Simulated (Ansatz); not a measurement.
I need a ranking of conformers of C2H6S2, SMILES SCCS. Use the Python package of Ansatz (0.2.0). Use (for the species named): Hartree-Fock, 6-31G* basis, multiplicity 1.

`conformers_c2h6s2.py`
```python
"""Rank force-field conformers of C2H6S2 by single points."""

import ansatz
from rdkit import Chem
from rdkit.Chem import AllChem

rd = Chem.AddHs(Chem.MolFromSmiles("SCCS"))
ids = list(AllChem.EmbedMultipleConfs(rd, numConfs=20, randomSeed=48, pruneRmsThresh=0.4))
field = [energy for _, energy in AllChem.MMFFOptimizeMoleculeConfs(rd)]
distinct = {round(e, 2): i for i, e in zip(ids, field)}
chosen = sorted(distinct.items())[:5]
found = []
for force_field, index in chosen:
    geometry = ansatz.Crystal.molecule()
    for atom, xyz in zip(rd.GetAtoms(), rd.GetConformer(index).GetPositions()):
        geometry = geometry.atom(atom.GetSymbol(), xyz.round(5).tolist())
    job = (
        geometry.calculation()
        .basis(gaussian="6-31G*")
        .functional("hf")
    )
    found.append(job.run(threads=1, backend="cpu").report["free_energy_ev"])
print("conformer   MMFF (kcal/mol)   this level (kcal/mol)")
for (force_field, index), e in zip(chosen, found):
    print(f"{index:9d} {force_field - chosen[0][0]:17.2f} {23.060548 * (e - min(found)):17.3f}")
```

```console
$ python conformers_c2h6s2.py
conformer   MMFF (kcal/mol)   this level (kcal/mol)
        0              0.00             0.849
        2              1.02             0.000
        1              1.31             2.934
```

The conformers keep their force-field geometries. It ran for 2.8 s on 1 thread of Arm Neoverse V2, on a shared host, peak memory 0.25 GiB.
